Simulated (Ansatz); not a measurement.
A made-up structure of B₃H₅, singlet:

B1  (-1.042, 0.769, -0.729)
B2  (-0.021, -0.408, -0.270)
B3  (1.059, -0.445, 0.942)
H4  (-2.155, 0.842, -0.286)
H5  (-0.725, 1.594, -1.538)
H6  (-0.754, 0.492, 0.350)
H7  (2.194, -0.091, 0.782)
H8  (0.764, -0.843, 2.034)
(Å)

It is relaxed with PBE-D4/def2-SVP and then PBE0-D4/def2-TZVP (Ansatz 0.2.0). Atoms count as bonded within 1.22 times the sum of their covalent radii (H–H: 0.88 Å). The end point is not checked to be a true minimum.

Q: Does its bonding change? (Judge from chemistry; the calculation decides.)

A: By the calculation: Yes. Formed: none; broken: B1–H6.

Where it ends: The first stage lowers the energy by 1.39 eV in 10 steps. It ends as B₃H₅ ([BH2][BH][BH2]):
B1  (-1.126, 0.623, -0.829)
B2  (-0.118, 0.633, 0.445)
B3  (0.984, -0.460, 0.923)
H4  (-2.229, 0.159, -0.751)
H5  (-0.810, 1.097, -1.884)
H6  (-0.202, 1.612, 1.151)
H7  (2.122, -0.408, 0.550)
H8  (0.701, -1.346, 1.680)
(Å)

Labels in which every atom is bracketed show which atoms are joined, not bond orders.

For scale, one of the runs: PBE0-D4/def2-TZVP relaxation, 123 basis functions, launched by `ansatz run in.yaml --threads 2 --pin off --events-out ev --progress --plain --max-ram 4352MiB`. The run took about 12 s on 2 CPU threads of an Intel Xeon 6975P-C (shared host).
